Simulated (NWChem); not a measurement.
# Lowest excitation of ammonia (H3N)

```
N
H 1 1.0309
H 1 1.0310 2 104.01
H 1 1.0310 2 104.01 3 -108.62
```
Charge 0, spin multiplicity 1.

The numbers come from NWChem runs, not from measurements. All single points use one geometry, from PBE/def2-SVP, a minimum by its harmonic frequencies.

Basis set: def2-SVPD. CR-EOMCCSD(T) is the triples correction to the same EOM-CCSD root.

```tsv
method	lowest vertical singlet excitation energy (eV)	difference from EOM-CCSD
TDA-LDA (SVWN5)	6.63	-0.67
CIS	8.31	+1.02
TD-PBE	6.57	-0.73
EOM-CCSD	7.30	0.00
CR-EOMCCSD(T)	7.27	-0.02
TD-B3LYP	6.87	-0.42
```

The values span 1.75 eV, from TD-PBE (lowest) to CIS (highest). 

The correlated methods keep 1 core orbital frozen. B3LYP has NWChem's definition, with VWN1-RPA local correlation. Coupled-cluster values serve here as a point of comparison, not as the truth.
